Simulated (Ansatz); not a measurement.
For 1T (CdI2-type) TiTe₂, PBE (plane waves, PAW; Ansatz, a quantum-chemistry and plane-wave program) gives:

lattice parameter a: 3.764 Å
c axis length: 6.963 Å
cohesive energy: 4.07 eV/atom

What does r²SCAN+rVV10 (plane waves, PAW; Ansatz) give for the same quantities?


- lattice constant a: 3.782 Å (rises by 0.5 %)
- lattice parameter c: 6.616 Å (drops by 5.0 %)
- cohesive energy: 4.14 eV/atom (goes up by 0.07 eV/atom)

Changes are worked out from the printed values.

Unless a cell is named, each level is at its own relaxed cell (PBE 28.48, r²SCAN+rVV10 27.32 Å³/atom).

Levels without +SOC leave out spin–orbit coupling, which shifts energies and cells of such heavy elements.

Caveats: for a layered or molecular solid the relaxed cell lies over 5 % above the published volume, where the minimum can be shallow (PBE); the cell comes from a level without a dispersion term, which matters for the spacing of layers, chains or molecules (PBE). Ansatz's density-functional and Hartree–Fock values are scalar-relativistic unless marked +SOC, with PAW data made under PBE.
